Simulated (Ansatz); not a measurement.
This geometry of C₃H₆S (10 atoms, charge 0, multiplicity 1) is a first-order saddle point.

Theory: RKS PBE0-D4/6-31G* in Ansatz.

```xyz
10
Properties=species:S:1:pos:R:3
C -1.060 0.994 0.373
C -0.089 0.138 -0.372
C 0.481 -0.957 0.131
S 1.654 -1.974 -0.743
H -2.004 1.083 -0.178
H -1.278 0.587 1.365
H -0.670 2.012 0.500
H 0.167 0.448 -1.386
H 0.228 -1.309 1.130
H 2.653 -1.073 -0.817
```

Which two structures does it join? (They come from a converged band through this point; their orientation in space is the band's.)

No bond is made or broken. The dihedral C2–C3–S4–H10 goes from 0 to 140°.

Initial state:

```xyz
10
Properties=species:S:1:pos:R:3
C -1.072 0.966 0.341
C 0.048 0.190 -0.273
C 0.575 -0.909 0.269
S 1.886 -1.905 -0.354
H -1.940 1.010 -0.329
H -1.397 0.521 1.286
H -0.774 2.004 0.541
H 0.442 0.562 -1.220
H 0.197 -1.298 1.213
H 2.118 -1.192 -1.472
```

Final state:

```xyz
10
Properties=species:S:1:pos:R:3
C -1.110 0.992 0.409
C -0.074 0.309 -0.423
C 0.586 -0.786 -0.041
S 1.676 -1.661 -1.122
H -2.089 0.975 -0.088
H -1.221 0.515 1.388
H -0.855 2.047 0.567
H 0.138 0.738 -1.402
H 0.399 -1.243 0.930
H 2.633 -1.937 -0.215
```

How far does it lie above each of them?

2.0 kcal/mol above the first and 1.8 kcal/mol above the second. This is the barrier of this one path; another mechanism may lie lower.

Run time: 3.6 min on 1 thread of Arm Neoverse N1, with other jobs on the host, peak memory 0.15 GiB.
